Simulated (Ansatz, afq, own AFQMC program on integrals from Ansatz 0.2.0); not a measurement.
Where AFQMC and coupled cluster stand for CHN, quintet

```xyz
3

N     0.0000   -0.1237    0.5266
C     0.0000    0.0813   -0.7051
H     0.0000    0.7504    1.0848
```

Connectivity, by distances: NH–C.

Basis cc-pVDZ. Noble-gas cores (and the filled d shells of Ga–Kr and In–Xe) are frozen. Ansatz 0.2.0 and our own AFQMC program on the same integrals; the CISD trial comes from CCSD amplitudes, and released means the phaseless constraint is let go. Uncertainties: one standard error, sampling alone.

Determinant: UHF, the one that the program's search chose, which needn't be the lowest solution. The geometry is a PBE0/def2-TZVP stationary point of this or a neighbouring charge and spin state.

No full CI on the walks' own integrals is used here; CCSDT(Q) serves as the reference and is uncertain by about the last step of the cluster series.

Cautions: another spin lies lower (by 5.06 eV).

The T1 diagnostic is 0.0201, the weight of the determinant in the CISD state is 0.924 and the ⟨S²⟩ of the determinant is 6.011. The size of the correlated space is 10 electrons in 31 orbitals.

Reference: CCSDT(Q), correlation energy -5.626 eV. The released energy is read at 2.40 1/Eh (meV from the phaseless value at times in 1/Eh: -3.0 ± 1.9 at 0.24, -5.6 ± 1.9 at 0.51, -5.8 ± 1.9 at 0.99, -8 ± 3 at 1.62, -1 ± 3 at 2.40).

```tsv
level	E − E(reference) (mEh)	share of correlation (%)
HF	206.76	0.00
MP2	30.48	85.26
CCSD	4.96	97.60
CCSD(T)	0.86	99.58
CCSDT	0.27	99.87
ph-AFQMC/CISD	0.16 ± 0.08	99.92
released AFQMC	0.12 ± 0.09	99.94
```

A walk keeps the symmetry of its determinant, which the program's search chose and which needn't be the lowest solution, so a lower state of the same spin and another symmetry isn't excluded. Released energies are given only where the last usable release times agree within the noise; a slower fall can still hide under it.
